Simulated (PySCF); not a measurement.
These are PBE-D3(BJ)/def2-TZVP // r2SCAN-D4/def2-TZVP (PySCF) values and carry that method's errors. Isolated molecules, 0 K electronic values unless said otherwise. One relaxed conformer stands for a flexible species; it need not be the lowest. Excitations are Tamm–Dancoff values on a coarser integration grid. The basis has no diffuse functions, so Rydberg states are missing or too high.

Reference species (SMILES): `FB(F)F` (neutral, multiplicity 1).

* **S1–T1 gap (TDA)**: 0.26 eV
* **S1 excitation (TDA)**: 9.72 eV

Changed species: `OB(O)F` (H–O–B–F torsion 0°, F–B–O–H torsion 0°) (2 of 3 F replaced by OH; the reference has 0 of 3 F replaced by OH).

### Question
Give the shifts of the S1–T1 gap (TDA) and S1 excitation (TDA).

### Answer
the S1–T1 gap (TDA) stays essentially unchanged; the S1 excitation (TDA) drops by 2.12 eV, to 7.60 eV.
